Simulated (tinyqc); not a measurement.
Geometry optimisation on the RHF/sto-6g surface (energies and gradients from PySCF), for CH3+, spin multiplicity 1, step by step. Computed by tinyqc, a small Python program that keeps every step (integrals from PySCF). Settings: charge = 1, multiplicity = 1, basis = sto-6g, optimiser = bfgs, first Hessian = 0.6, largest step = 0.3, iteration cap = 30. Command: `OMP_NUM_THREADS=1 python tinyqc.py 26581 26582 out.jsonl` (the two numbers bound the seeds that draw the settings). One thread of a shared host (Intel(R) Xeon(R) Processor @ 2.60GHz), about 2 s of CPU time with the checks.

## Step 1: energy and gradient

positions at the start (bohr), order 1C, 2H, 3H, 4H:
```
[[-0.043464, 0.085038, 0.018897],
 [1.906734, -0.028346, -0.028346],
 [-1.050688, 1.604377, 0.079368],
 [-0.958091, -1.662959, 0.051023]]
```

Self-consistent energy and analytic gradient at these positions.

energy = -39.12014047 hartree

gradient (hartree/bohr), order 1C, 2H, 3H, 4H:
```
[[-0.04869353, 0.10414474, 0.00153299],
 [-0.08578443, -0.00756104, 0.00323259],
 [0.09603418, -0.16029658, -0.00466821],
 [0.03844377, 0.06371288, -0.00009738]]
```

## Step 1: move

Quasi-Newton step p = -H^(-1) g (first H = 0.6 times the unit matrix); steps longer than 0.3 bohr are cut back (factor 0.728 here).

positions after step 1 (bohr), order 1C, 2H, 3H, 4H:
```
[[0.015623, -0.041336, 0.017037],
 [2.010828, -0.019171, -0.032268],
 [-1.167220, 1.798888, 0.085033],
 [-1.004741, -1.740271, 0.051141]]
```

## Step 2: energy and gradient

As before.

energy = -39.14729639 hartree

gradient (hartree/bohr), order 1C, 2H, 3H, 4H:
```
[[0.04934323, -0.08171120, -0.00450199],
 [-0.05909794, -0.00166403, 0.00247230],
 [-0.02095574, 0.02249565, 0.00200075],
 [0.03071045, 0.06087958, 0.00002894]]
```

## Step 2: move

inverse Hessian in use (bohr^2/hartree):
```
[[1.553484, 0.213439, 0.007107, -0.023879, -0.006365, 0.000605, 0.131440, -0.204391, -0.007570, 0.005622, -0.002682, -0.000143],
 [0.213439, 1.271411, -0.014299, 0.000627, 0.009168, 0.000607, -0.224649, 0.342885, 0.013445, 0.010583, 0.043203, 0.000248],
 [0.007107, -0.014299, 1.666331, 0.006995, 0.000751, -0.000254, -0.011128, 0.018101, 0.000578, -0.002975, -0.004553, 0.000012],
 [-0.023879, 0.000627, 0.006995, 1.933810, 0.016040, -0.010586, -0.114597, 0.217713, 0.003491, -0.128667, -0.234380, 0.000100],
 [-0.006365, 0.009168, 0.000751, 0.016040, 1.667419, -0.000650, -0.001697, 0.005163, -0.000101, -0.007977, -0.015083, 0.000000],
 [0.000605, 0.000607, -0.000254, -0.010586, -0.000650, 1.667085, 0.004900, -0.009175, -0.000160, 0.005081, 0.009218, -0.000004],
 [0.131440, -0.224649, -0.011128, -0.114597, -0.001697, 0.004900, 1.588449, 0.100967, 0.006130, 0.061374, 0.125380, 0.000098],
 [-0.204391, 0.342885, 0.018101, 0.217713, 0.005163, -0.009175, 0.100967, 1.547529, -0.008794, -0.114288, -0.228911, -0.000133],
 [-0.007570, 0.013445, 0.000578, 0.003491, -0.000101, -0.000160, 0.006130, -0.008794, 1.666256, -0.002051, -0.004550, -0.000007],
 [0.005622, 0.010583, -0.002975, -0.128667, -0.007977, 0.005081, 0.061374, -0.114288, -0.002051, 1.728338, 0.111682, -0.000055],
 [-0.002682, 0.043203, -0.004553, -0.234380, -0.015083, 0.009218, 0.125380, -0.228911, -0.004550, 0.111682, 1.867458, -0.000115],
 [-0.000143, 0.000248, 0.000012, 0.000100, 0.000000, -0.000004, 0.000098, -0.000133, -0.000007, -0.000055, -0.000115, 1.666667]]
```

Quasi-Newton step p = -H^(-1) g (the inverse Hessian comes from BFGS updates; coordinates in the order x, y, z of each atom); steps longer than 0.3 bohr are cut back.

positions after step 2 (bohr), order 1C, 2H, 3H, 4H:
```
[[-0.037624, 0.036604, 0.023162],
 [2.137341, -0.013369, -0.037406],
 [-1.177414, 1.834737, 0.084047],
 [-1.067812, -1.859862, 0.051140]]
```

## Step 3: energy and gradient

As before.

energy = -39.15459167 hartree

gradient (hartree/bohr), order 1C, 2H, 3H, 4H:
```
[[-0.01073827, 0.01958347, -0.00150938],
 [0.02571799, -0.00639222, -0.00017814],
 [-0.00754751, 0.00409066, 0.00090520],
 [-0.00743220, -0.01728191, 0.00078232]]
```

## Step 3: move

inverse Hessian in use (bohr^2/hartree):
```
[[1.534952, 0.245496, 0.002495, 0.054606, -0.022650, -0.000195, 0.095300, -0.167922, -0.004291, -0.018192, -0.054924, 0.001991],
 [0.245496, 1.217267, -0.008115, -0.125973, 0.032468, 0.002254, -0.170804, 0.286184, 0.008737, 0.051282, 0.130748, -0.002876],
 [0.002495, -0.008115, 1.667638, 0.013992, 0.003359, -0.000813, -0.008262, 0.018447, 0.000076, -0.008225, -0.013691, -0.000234],
 [0.054606, -0.125973, 0.013992, 1.665468, 0.050977, -0.005360, -0.022133, 0.107867, -0.003662, -0.031275, -0.032871, -0.004970],
 [-0.022650, 0.032468, 0.003359, 0.050977, 1.671188, -0.002329, -0.001263, 0.013512, -0.000797, -0.027064, -0.050501, -0.000233],
 [-0.000195, 0.002254, -0.000813, -0.005360, -0.002329, 1.667103, 0.001602, -0.006321, 0.000175, 0.003954, 0.006396, 0.000202],
 [0.095300, -0.170804, -0.008262, -0.022133, -0.001263, 0.001602, 1.575291, 0.129891, 0.006154, 0.018208, 0.042177, 0.000505],
 [-0.167922, 0.286184, 0.018447, 0.107867, 0.013512, -0.006321, 0.129891, 1.506823, -0.010557, -0.069836, -0.139853, -0.001569],
 [-0.004291, 0.008737, 0.000076, -0.003662, -0.000797, 0.000175, 0.006154, -0.010557, 1.666383, 0.001798, 0.002618, 0.000033],
 [-0.018192, 0.051282, -0.008225, -0.031275, -0.027064, 0.003954, 0.018208, -0.069836, 0.001798, 1.697925, 0.045618, 0.002473],
 [-0.054924, 0.130748, -0.013691, -0.032871, -0.050501, 0.006396, 0.042177, -0.139853, 0.002618, 0.045618, 1.726273, 0.004678],
 [0.001991, -0.002876, -0.000234, -0.004970, -0.000233, 0.000202, 0.000505, -0.001569, 0.000033, 0.002473, 0.004678, 1.666667]]
```

As before.

positions after step 3 (bohr), order 1C, 2H, 3H, 4H:
```
[[-0.027170, 0.019012, 0.025091],
 [2.096506, -0.006009, -0.036856],
 [-1.160280, 1.816560, 0.082559],
 [-1.054565, -1.831453, 0.050149]]
```

## Convergence

Stop when the largest gradient component is below 3e-5 hartree/bohr. The inverse Hessian follows the BFGS update with s = step, y = change of gradient.

Course of the optimisation:
```
step   E (hartree)  largest gradient (hartree/bohr)
1     -39.12014047                         1.60e-01
2     -39.14729639                         8.17e-02
3     -39.15459167                         2.57e-02
4     -39.15603650                         6.38e-03
5     -39.15619748                         3.58e-03
6     -39.15627263                         2.38e-03
7     -39.15632850                         1.94e-03
8     -39.15633803                         6.21e-04
9     -39.15633903                         2.17e-04
10    -39.15633913                         9.01e-05
11    -39.15633916                         2.95e-05
```

Final distances (angstrom):
```
pair   distance
2H-1C  1.117850
3H-1C  1.117856
3H-2H  1.936190
4H-1C  1.117816
4H-2H  1.936157
4H-3H  1.936123
```

Converged in 11 steps.
